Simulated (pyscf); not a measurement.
Structures and frequencies: ωB97X-D3(BJ)/def2-SVP in PySCF. MP2 and CC: frozen core, UHF for open shells. ΔMP2 is the change of the MP2 total energy from the triple- to the quadruple-zeta basis.

SMILES: [GeH3][I]
```xyz
5

Ge    -1.1970    -0.5641    -0.0408
I     -0.5972     0.7413     2.0004
H     -1.0859    -2.0503     0.3089
H     -2.6310    -0.1906    -0.4251
H     -0.2089    -0.1792    -1.1450
```
Charge 0, spin multiplicity 1.

Problem. List the bond dissociation enthalpies at 298 K of `[GeH3][I]` from CCSD(T)/def2-TZVPP + ΔMP2(QZVPP), from the weakest bond up.

Solution. Ge–I to GeH₃• + I•: 74.9 kcal/mol; Ge–H to •H₂Ge–I + H•: 83.5 kcal/mol. Ring and multiple bonds, and those that leave no two simple radicals, are not listed. The CCSD(T) − MP2 part came from Ansatz, without density fitting, on the same reference. The frozen core leaves the outer d or s,p core shells of the metals and heavy elements correlated in the MP2 and CC values, and def2-TZVPP describes them poorly, which can shift differences by a few kcal/mol. Left out: the spin-orbit lowering of I, which is large for Br, Se, Te and I. Elements up to Kr have no core potential and no relativistic terms here. Elements past Kr carry the def2 core potentials, without spin-orbit coupling.
